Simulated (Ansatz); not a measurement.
Species: H2N, SMILES `[NH2]` (charge 0, multiplicity 2).

Give a relaxed geometry from Ansatz (a quantum-chemistry and plane-wave program) with r2SCAN-D4/def2-SVP.

the end point of this relaxation (outside a Z-matrix the atoms follow the SMILES, hydrogens last).
Cartesian coordinates (Å) in one orientation:
```xyz
3

N     -0.001     0.440     0.000
H      0.799    -0.217     0.000
H     -0.798    -0.222     0.000
```
